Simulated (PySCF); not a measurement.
**HF+: bond curves at several levels of theory**

One job finds the state of HF+, follows it along the bond with each method and fits the curves.

Program: PySCF 2.14.0. Level of theory: H pcseg-2, F pcseg-2, no relativity. These are calculated values, not measurements.

## Step 1: Set-up

Settings of the job:

* atoms: H, F
* charge: 1
* basis: H pcseg-2, F pcseg-2
* Hamiltonian: no relativity
* basis functions: 44
* electrons treated: 9
* masses in u: 1.0078, 18.9984
* levels: PBE0, PBE, r²SCAN, PBEsol, TPSSh, MN15, CAM-B3LYP, HF, MP2, SCS-MP2, CCSD, CCSD(T)
* grid: 80 radial by 434 angular points
* occupations: held fixed by the projection of orbital angular momentum
* dissociation limit: H+ + F, each in its ground configuration
* starting distance in angstrom: 1.035
* values of 2S to try: 1, 3

Started as:

```bash
> OMP_NUM_THREADS=1 python dia.py task.json out
```

The runs that follow: The PBE0 curve of the state that the search chose; PBE (GGA); r²SCAN; PBEsol (GGA); TPSSh (hybrid meta-GGA); MN15; CAM-B3LYP (range-separated hybrid); UHF (mean field); Correlated methods on the Hartree–Fock reference.

**Question.** What will these runs give? Wanted: for each run, Re; ωe; De; μ.

**Answer**, as computed:

Lowest PBE0 solution found, without spin–orbit coupling: ²Π (doublet), unpaired electrons π ↑.

```csv
level,Re (Å),ωe (cm⁻¹),De (eV),μ (D)
UHF,0.981,3292,3.55,-2.62
UHF-MP2,1.000,3117,3.62,n/a
UHF-SCS-MP2,1.000,3122,3.65,n/a
UHF-CCSD,1.000,3126,3.66,n/a
UHF-CCSD(T),1.002,3100,3.66,n/a
PBE,1.023,2899,3.65,-2.59
PBEsol,1.025,2903,3.63,-2.61
r²SCAN,1.009,3015,3.67,-2.59
TPSSh,1.013,3006,3.69,-2.60
PBE0,1.007,3046,3.63,-2.60
MN15,1.009,3109,3.61,-2.63
CAM-B3LYP,1.014,2985,3.49,-2.64
```

De is counted to H+ + F in their ground configurations. A positive dipole points from H to F; in an ion it is taken about the centre of mass and does not tell which atom is negative.

Differences from CCSD(T) in the same basis:

```csv
level,Re (mÅ),ωe (%)
UHF,-21,+6.2
UHF-MP2,-2,+0.6
UHF-SCS-MP2,-2,+0.7
UHF-CCSD,-2,+0.9
PBE,+21,-6.5
PBEsol,+23,-6.4
r²SCAN,+8,-2.7
TPSSh,+12,-3.0
PBE0,+5,-1.7
MN15,+7,+0.3
CAM-B3LYP,+12,-3.7
```

In words: Against CCSD(T) in the same basis, the bond length is nearest at UHF-MP2 and UHF-SCS-MP2 and UHF-CCSD (-2 mÅ) and farthest at PBEsol (+23 mÅ); the wavenumber is nearest at MN15 (+0.3 %) and farthest at PBE (-6.5 %). Hartree–Fock falls on the short and stiff side, its usual fault. PBE has the long and soft bond that GGAs tend to give. Among the levels with a De in the table, it runs from 3.49 eV (CAM-B3LYP) to 3.69 eV (TPSSh).

Correlated steps freeze 1 core orbital.
